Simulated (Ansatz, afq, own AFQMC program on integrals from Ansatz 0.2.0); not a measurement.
## Where AFQMC and coupled cluster stand for NO, quartet

```xyz
2

N     0.0000    0.0000    0.0000
O     0.0000    0.0000    1.6810
```

Basis 6-31G. Noble-gas cores (and the filled d shells of Ga–Kr and In–Xe) are frozen. Integrals, coupled cluster, full CI and functionals: Ansatz 0.2.0; the random walks run on the same integrals in our own AFQMC program. ph-AFQMC/CISD is guided by a CISD state made of CCSD amplitudes; releasing the constraint for a short imaginary time cuts its bias at the price of noise, slowly where states lie close. ± is one standard error of the sampling.

Determinant: ROHF, the one that the program's search chose, which needn't be the lowest solution. The geometry is a point of a scan.

Full CI on the same integrals is exact in this basis and with this determinant's frozen core.

Cautions: lower spins were not checked; a spin-contaminated unrestricted determinant lies lower (UHF 180 meV lower, ⟨S²⟩ 4.03); the released energy hasn't reached full CI (15 meV above it at 2.40 1/Eh), so no released level is given (meV from the phaseless value at times in 1/Eh: -8 ± 5 at 0.24, -24 ± 5 at 0.51, -36 ± 5 at 0.99, -48 ± 5 at 1.62, -36 ± 5 at 2.40).

The T1 diagnostic is 0.0375, the weight of the determinant in the CISD state is 0.868 and the size of the correlated space is 11 electrons in 16 orbitals.

Reference: full CI, correlation energy -5.268 eV.

| level | E − E(reference) (mEh) | share of correlation (%) |
| --- | --- | --- |
| HF | 193.58 | 0.00 |
| MP2 | 34.57 | 82.14 |
| CCSD | 8.65 | 95.53 |
| CCSD(T) | 2.76 | 98.57 |
| CCSDT | 0.83 | 99.57 |
| CCSDT(Q) | -0.02 | 100.01 |
| CCSDTQ | 0.05 | 99.98 |
| ph-AFQMC/CISD | 1.91 ± 0.15 | 99.02 |

CCSDT and higher add their correlation energy to the determinant of the CCSD(T) run, since their own runs factorise the integrals more tightly (a shift of under 2 meV). A walk keeps the symmetry of its determinant, which the program's search chose and which needn't be the lowest solution, so a lower state of the same spin and another symmetry isn't excluded.
